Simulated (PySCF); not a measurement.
P2H4.
Z-matrix (Å and degrees, PBE0-D3(BJ)/def2-TZVP geometry), rows numbered from 1:
```
P 
P   1  2.2258
H   1  1.4215  2   93.52
H   1  1.4218  2   93.76  3    92.20
H   2  1.4219  1   93.76  3   178.02
H   2  1.4218  1   93.48  3    85.80
```

The closed-shell ground state was solved at several levels (PySCF, density fitting, gas phase, non-relativistic). Geometry: PBE0-D3(BJ)/def2-TZVP, one conformer, isolated molecule.

```csv
level,basis functions,total energy (Eh),HOMO (eV),LUMO (eV),gap (eV),dipole (D)
KT3/pcSseg-2,142,-690.2924,-5.94,-1.15,4.79,0.02
CAM-B3LYP/aug-cc-pVTZ,192,-685.1360,-8.14,0.10,8.24,0.02
wB97X-D/aug-cc-pVTZ,192,-685.1211,-8.70,0.77,9.47,0.02
PBE0/aug-cc-pVTZ,192,-684.8645,-6.91,-0.46,6.45,0.02
B97-2/pcSseg-2,142,-685.1750,-6.70,-0.31,6.39,0.02
wB97X-D/pcSseg-2,142,-685.1282,-8.72,1.40,10.12,0.02
```

Estimate the row for PBE0/pcSseg-2, a basis of 142 functions; the other rows only guide the guess.

Total energy -684.8693 Eh, HOMO -6.92 eV, LUMO -0.29 eV, gap 6.63 eV, dipole 0.02 D.

Over all these levels, which gives the widest orbital gap and which the narrowest?

wB97X-D/pcSseg-2 (range-separated hybrid) has the widest, 10.12 eV, and KT3/pcSseg-2 (GGA) the narrowest, 4.79 eV. The two share the basis. From the narrowest to the widest the HOMO moves by -2.78 eV and the LUMO by +2.55 eV.

In the pcSseg-2 basis, how does the gap go with the fixed share of exact exchange?

KT3 (0 %) 4.79 eV; B97-2 (21 %) 6.39 eV; PBE0 (25 %) 6.63 eV. Each rise in the share widens the gap here.

How far do the dipole and the HOMO energy spread over the levels?

The dipole runs from 0.02 to 0.02 D (mean 0.02 D) and the HOMO from -8.72 to -5.94 eV.

wB97X-D is run here without its empirical dispersion term; that term would change no orbital, density or response property at a fixed geometry.
